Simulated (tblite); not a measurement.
Species: C3H6NO (doublet state).
Numbering: `[CH2:1][CH2:2][NH:3][CH:4]=[O:5]` (hydrogens: H6, H7 on C1; H8, H9 on C2; H10 on N3; H11 on C4)

A start from a force field or distance geometry was refined with tblite, GFN2-xTB geometry optimisation, gas phase. Values at the start:

```tsv
coordinate	start
C1–C2	1.511 Å
C1–H6	1.108 Å
C2–N3	1.485 Å
C2–H8	1.109 Å
N3–C4	1.424 Å
N3–H10	1.042 Å
C4=O5	1.254 Å
C4–H11	1.085 Å
C1–C2–N3	105.2°
C2–N3–C4	115.1°
N3–C4–O5	123.3°
```

How do these coordinates change at the GFN2-xTB level?

```json
{"coordinate": "N3–C4", "GFN2-xTB (Å or °)": "1.343", "change": "-0.081"}
{"coordinate": "C4=O5", "GFN2-xTB (Å or °)": "1.206", "change": "-0.048"}
{"coordinate": "C1–C2", "GFN2-xTB (Å or °)": "1.466", "change": "-0.045"}
{"coordinate": "C1–H6", "GFN2-xTB (Å or °)": "1.071", "change": "-0.037"}
{"coordinate": "N3–H10", "GFN2-xTB (Å or °)": "1.008", "change": "-0.034"}
{"coordinate": "C2–N3", "GFN2-xTB (Å or °)": "1.454", "change": "-0.031"}
{"coordinate": "C4–H11", "GFN2-xTB (Å or °)": "1.106", "change": "+0.021"}
{"coordinate": "C2–H8", "GFN2-xTB (Å or °)": "1.099", "change": "-0.010"}
{"coordinate": "C1–C2–N3", "GFN2-xTB (Å or °)": "112.2", "change": "+7.0"}
{"coordinate": "C2–N3–C4", "GFN2-xTB (Å or °)": "121.7", "change": "+6.6"}
{"coordinate": "N3–C4–O5", "GFN2-xTB (Å or °)": "125.0", "change": "+1.7"}
```

The energy falls by 20.7 kcal/mol over 134 L-BFGS steps, the largest force on an atom goes from 3.40 to 0.008 eV/Å, and the atoms move by 0.828 Å rms after alignment. The bond that changes most is N3–C4 (ends: nitrogen bonded to 2 C and H; carbon bonded to N, O and H), which shortens by 0.081 Å. Bonds longer at the end by more than 0.005 Å: 2 of 10; shorter: 8. Among the dihedrals that turn most is H8–C2–N3–H10, from 2° to -76°. Rotational constants go from 8549, 4611, 3387 to 14623, 3041, 2776 MHz.

Time: 0.46 s wall. Hardware: an Arm Neoverse V1 with one thread, shared host with 32 logical CPUs at a one-minute load of 18.

Its GFN2-xTB frequencies are all real (lowest 67 cm⁻¹).

One conformer stands for the species.

The numbers are calculated, not measured.
